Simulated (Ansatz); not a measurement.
Rock-salt HfN was calculated with PBE in Ansatz (PAW).

Run with plane-wave cutoff 520 eV, 16×16×16 k mesh, Fermi–Dirac smearing 0.1 eV, perturbation theory, scalar-relativistic PAW data made under PBE.

Computed at the level's own relaxed cell.

Harmonic phonon frequencies (cm⁻¹; i marks an imaginary mode):

```csv
q point,frequencies
Γ,0 0 0 479 479 479
X,[?]
U,[?]
L,[?]
W,113 152 152 463 463 498
```

Task: Some entries are withheld; supply them.

Result: 
- X, frequencies: 142 142 160 462 489 489
- U, frequencies: 130 146 156 456 491 511
- L, frequencies: 115 115 145 488 510 510

No imaginary mode appears at these points.

Ansatz is an electronic-structure program.
